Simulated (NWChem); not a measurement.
**One shape, several levels: doublet [CF]2+**

Wanted: a comparison of 4 runs (UHF/aug-cc-pVTZ, UB3LYP/aug-cc-pVTZ, UPBE0/aug-cc-pVTZ, UMP2/aug-cc-pVTZ) of doublet [CF]2+. 

The calculation is run with NWChem 7.3.0.

1 further run of the same task is left out (set aside as unsound or not needed).

### Step 1. The structure to begin with

[CF]2+: 2 atoms, total charge +2, spin state doublet. As SMILES of the parent species, `[C+]F`. The coordinates come from a PBE0-D4/def2-TZVP relaxation. That shape belongs to the parent species and isn't relaxed for this state.

Bond lengths: C1–F2 1.153 Å.

### Step 2. A single-point energy at UHF/aug-cc-pVTZ (run 1)

The input, run.py:

```python
from ase import Atoms
from ase.calculators.nwchem import NWChem

molecule = Atoms(['C', 'F'], positions=[
    [0.492270, -0.160830, 0.253170],
    [-0.492270, 0.160830, -0.253170],
])

calc = NWChem(
    label='mymol',
    theory='scf',
    memory='2200 mb',
    basis='aug-cc-pVTZ',
    basispar='spherical bse',
    charge=2,
    scf={'nopen': '1', 'uhf': None, 'thresh': '1e-08', 'maxiter': '80'},
    task='energy',
)
molecule.calc = calc

e = molecule.get_potential_energy()
print(f"E = {e:.6f} eV")
```

Command:

```
$ export ASE_NWCHEM_COMMAND="nwchem PREFIX.nwi > PREFIX.nwo"
$ python run.py
```

The program printed:

```text
E = -3700.303179 eV
```

The calculator wrote mymol.nwi:

```
title "mymol"

permanent_dir mymol

scratch_dir mymol

start mymol

geometry units angstrom nocenter noautosym noautoz
  C  4.9226999999999999e-01 -1.6083000000000000e-01 2.5317000000000001e-01
  F  -4.9226999999999999e-01 1.6083000000000000e-01 -2.5317000000000001e-01
end

charge 2

memory 2200 mb

basis spherical bse noprint
   * library aug-cc-pVTZ
end

scf
  nopen 1
  uhf
  thresh 1e-08
  maxiter 80
end

task scf energy
```

mymol.nwo:

```text
Northwest Computational Chemistry Package (NWChem) 7.3.0
             --------------------------------------------------------

           Job information
           ---------------

    nwchem branch   = 7.3.0
    use scalapack   = T
    input           = mymol.nwi
    prefix          = mymol.
    data base       = mymol/mymol.db
    status          = startup
    nproc           =        1

           Memory information
           ------------------

    heap     =     72089600 doubles =      550.0 Mbytes
    stack    =     72089597 doubles =      550.0 Mbytes
    global   =    144179200 doubles =     1100.0 Mbytes (distinct from heap & stack)
    total    =    288358397 doubles =     2200.0 Mbytes
    verify   = yes
    hardfail = no

[... 33 lines left out ...]
            Nuclear Dipole moment (a.u.)
[... 59 lines left out ...]
 1-e energy   =    -206.537203
[... 7 lines left out ...]
         Quadratically convergent UHF
[... 16 lines left out ...]
       Final UHF  results
[... 3 lines left out ...]
      One electron energy =   -225.205773295265
[... 1 line left out ...]
 Nuclear repulsion energy =     24.785950598714
[... 29 lines left out ...]
          Final beta eigenvalues
[... 289 lines left out ...]
                     UHF Final Beta Molecular Orbital Analysis
[... 302 lines left out ...]
   Mulliken analysis of the spin density
   -------------------------------------

    Atom       Charge   Shell Charges
 -----------   ------   -------------------------------------------------------
    1 C    6     1.08   0.01  0.10  0.39  0.04 -0.01  0.21  0.31  0.03 -0.00 -0.00  0.00  0.00  0.00  0.00
    2 F    9    -0.08   0.00 -0.00 -0.01  0.01  0.01 -0.04 -0.05 -0.02  0.00  0.00  0.00 -0.00  0.00 -0.00

       Multipole analysis of the density wrt the origin
       ------------------------------------------------

     L   x y z        total         alpha         beta         nuclear
     -   - - -        -----         -----         ----         -------
     0   0 0 0      2.000000     -7.000000     -6.000000     15.000000

     1   1 0 0      1.206946      1.152567      2.845144     -2.790766
[... 8 lines of this table left out ...]
     2   0 0 2     -3.946987     -4.320190     -3.060110      3.433313

 Task  times  cpu:       42.6s     wall:       42.6s
 Total times  cpu:       42.6s     wall:       42.6s
```

Wall time 45 s (1 thread of AMD EPYC, shared host); peak memory 0.1 GiB.

### Step 3. A single-point energy at UB3LYP/aug-cc-pVTZ (run 2)

The input, run.nw:

```
start run
memory 2200 mb
charge 2
geometry noautosym nocenter noautoz
   C        0.492270      -0.160830       0.253170
   F       -0.492270       0.160830      -0.253170
end
basis spherical bse
   * library aug-cc-pVTZ
end
dft
   xc b3lyp
   mult 2
   grid fine
   convergence energy 1e-08
   iterations 100
   mulliken
   noprint "final vectors analysis"
end
task dft energy
```

Command:

```
$ nwchem run.nw > run.out
```

The program printed:

```text
[...]
          Wavefunction type:  spin polarized.
          No. of atoms     :     2
          No. of electrons :    13
[...]
          Charge           :     2
          Spin multiplicity:     2
[...]
          AO basis - number of functions:    92
[...]
              XC Information
              --------------
                         B3LYP Method XC Potential
                     Hartree-Fock (Exact) Exchange  0.200
                        Slater Exchange Functional  0.800 local
                    Becke 1988 Exchange Functional  0.720 non-local
              Lee-Yang-Parr Correlation Functional  0.810
                  VWN I RPA Correlation Functional  0.190 local
[...]
 d= 0,ls=0.0,diis     1   -135.7215086379 -1.61D+02  1.40D-02  3.11D+00     3.0
[...]
 d= 0,ls=0.0,diis    11   -136.5363995432 -2.34D-09  3.44D-08  6.92D-11    25.3
[...]
         Total DFT energy =     -136.536399543202
      One electron energy =     -225.212809986117
           Coulomb energy =       78.854602017974
    Exchange-Corr. energy =      -14.964142173773
 Nuclear repulsion energy =       24.785950598714
[...]
      Total Density - Mulliken Population Analysis
     ---------------------------------------------
    Atom       Charge   Shell Charges
 -----------   ------   -------------------------------------------------------
    1 C    6     4.59   1.96  0.26  0.78  0.12 -0.01  0.56  0.75  0.03  0.00  0.03  0.08 -0.01  0.02  0.01
    2 F    9     8.41   1.94  0.30  1.11  0.51  0.01  1.52  2.25  0.71 -0.01  0.00  0.03  0.01  0.00  0.00
[...]
      <S2> =      0.7595 (Exact =     0.7500)
[...]
```

Run time: 26 s. Hardware: 1 thread of AMD EPYC, shared host; peak memory 0.11 GiB.

Run 3 isn't shown in full; the table further down has it.

### Step 4. The energy at UMP2/aug-cc-pVTZ (run 4)

The input, nw.nw:

```
START nw
TITLE "CF"
memory 2200 mb
charge 2
GEOMETRY units angstroms noautosym nocenter noautoz
  C        0.492270      -0.160830       0.253170
  F       -0.492270       0.160830      -0.253170
END
BASIS "ao basis" spherical bse
  C library aug-cc-pVTZ
  F library aug-cc-pVTZ
END
SCF
  doublet
  uhf
  thresh 1e-08
  maxiter 80
  print medium
END
MP2
  freeze core 2
  tight
END
TASK mp2 energy
```

Command:

```
$ nwchem nw.nw > nw.out
```

The program printed:

```text
[...]
  functions       =    92
[...]
  wavefunction    = UHF
[...]
         Total SCF energy =   -135.983634765684
      One electron energy =   -225.205773295260
      Two electron energy =     64.436187930862
 Nuclear repulsion energy =     24.785950598714
                       Sz =      0.5000
                 Sz(Sz+1) =      0.7500
                      S^2 =      0.7735
[...]
          Total MP2 energy          -136.315979485698
[...]
```

Wall time 49 s (1 thread of AMD EPYC, shared host); peak memory 0.17 GiB.

### Step 5. Overview of the runs

```
run               level  iteration cap  module  energy (Eh)  HOMO energy (eV)  LUMO energy (eV)   ⟨S²⟩  wall time
  1     UHF/aug-cc-pVTZ             80     scf  -135.983635            -43.04            -23.56  0.773       45 s
  2  UB3LYP/aug-cc-pVTZ            100     dft  -136.536400                 –                 –  0.759       26 s
  3   UPBE0/aug-cc-pVTZ            100     dft  -136.400115            -37.11            -29.13  0.763       27 s
  4    UMP2/aug-cc-pVTZ             80     mp2  -136.315979            -43.04            -23.56  0.773       49 s
```

### Step 6. Summary of results

| quantity | value |
| --- | --- |
| run 4: total energy | -136.31598 Eh |
| run 4: HOMO energy (Hartree–Fock orbitals) (highest over α and β) | -43.04 eV |
| run 4: LUMO energy (Hartree–Fock orbitals) (lowest over α and β) | -23.56 eV |
| run 4: correlation energy (2 core orbitals frozen) | -332.3 mEh |
| run 4: ⟨S²⟩ of the reference determinant | 0.773 |

In words: Totals of different functionals can't be ranked against each other. All runs together took 2.4 min, the longest 49 s.
